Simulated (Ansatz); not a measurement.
The input, for Ansatz 0.2.0:

```yaml
crystal:
  periodic: [false, false, false]
  atoms:
    - {symbol: O, position_ang: [0.000097, -0.255729, 1.012341]}
    - {symbol: B, position_ang: [-0.000206, -0.182340, -0.298446]}
    - {symbol: Si, position_ang: [0.000052, -0.146758, -2.200308]}
    - {symbol: H, position_ang: [0.000057, 0.584827, 1.486413]}
basis:
  gaussian: {orbitals: cc-pVDZ}
total_charge: 1
magnetization: {spin_polarized: true, initial_magnetization: 1}
hamiltonian: {xc: hf}
output: {orbitals: {seedname: orbitals}}
```

```sh
$ ansatz run in.yaml --threads 1 --pin off --events-out ev --progress --plain --max-ram 2393MiB
```

The program prints:

```
489 factors; integrals over basis functions are off by at most 1.2e-3 eV
mean field evaluation 1: about -10571.2099 eV, gradient 4.1e1 eV
mean field evaluation 2: about -10571.2911 eV, gradient 4.1e1 eV
mean field evaluation 4: about -10578.5773 eV, gradient 3.1e0 eV
mean field evaluation 8: about -10578.6908 eV, gradient 3.6e-1 eV
mean field evaluation 16: about -10578.6953 eV, gradient 6.0e-3 eV
mean field evaluation 32: about -10578.7192 eV, gradient 9.7e-3 eV
mean field evaluation 64: about -10578.5473 eV, gradient 1.9e-1 eV
mean field evaluation 96: about -10578.6985 eV, gradient 4.5e-1 eV
mean field evaluation 128: about -10578.7192 eV, gradient 2.0e-3 eV
mean field evaluation 160: about -10578.7192 eV, gradient 1.1e-3 eV
mean field evaluation 192: about -10576.0822 eV, gradient 9.1e-1 eV
mean field evaluation 224: about -10573.8037 eV, gradient 8.3e0 eV
mean field evaluation 256: about -10578.6795 eV, gradient 9.1e-1 eV
mean field evaluation 288: about -10563.3909 eV, gradient 4.3e1 eV
mean field evaluation 320: about -10568.5381 eV, gradient 1.2e1 eV
mean field -10578.71925250 eV, -388.7607620160 hartree, gradient 4.8e-6 eV, S^2 0.970651; 5 other end points of the search recorded, 0 dependent functions left out
reference -10578.71925250 eV, -388.7607620160 hartree; 14, 13 occupied and 37, 38 virtual orbitals, 489 factors
Total energy: -10578.71925250 eV, -388.7607620160 hartree
```

Ran on 1 thread of Arm Neoverse V2, shared host: 1.9 s wall, 0.08 GiB peak host memory.
